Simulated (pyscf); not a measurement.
Cl–C:–Cl [singlet] + SiH₄ → H₃Si–CH(Cl)–Cl (insertion; singlet surface; H–Si broken, C–Si, C–H formed). Single points on ωB97X-D3(BJ)/def2-SVP structures (PySCF, gas phase). Correlated levels are frozen-core, on RHF or UHF. ΔMP2 is the change of the MP2 total energy from the triple- to the quadruple-zeta basis. Energies in eV from the separated reactants.

```tsv
level	barrier	reaction energy
ωB97X-D3(BJ)/def2-TZVP	0.12	-3.54
PBE/def2-TZVP	0.01	-3.16
B3LYP-D3(BJ)/def2-TZVP	0.12	-3.29
HF/def2-TZVP	0.74	-3.08
MP2/def2-QZVPP	0.11	-3.67
CCSD(T)/def2-TZVPP	0.25	-3.30
CCSD(T)/def2-TZVPP + ΔMP2(QZVPP)	0.22	-3.35
```

On the product side the descent ends in a point that may be a rotor saddle (no frequency run), 0.13 eV over the lowest minimum found and 3.53 eV under the saddle at ωB97X-D3(BJ)/def2-TZVP. From the product side, H₃Si–CH•–Cl + Cl• lies, by one bond made or cut, 0.23 eV under this saddle at ωB97M-D3(BJ)/def2-TZVP. H₃Si–CH(Cl)–Cl lies 3.72 eV over its isomer H₃C–SiH(Cl)–Cl (electronic energy, ωB97M-D3(BJ)/def2-TZVP). One saddle was located; it need not be the lowest between these sides. The CCSD(T) − MP2 part came from Ansatz, without density fitting, on the same reference.
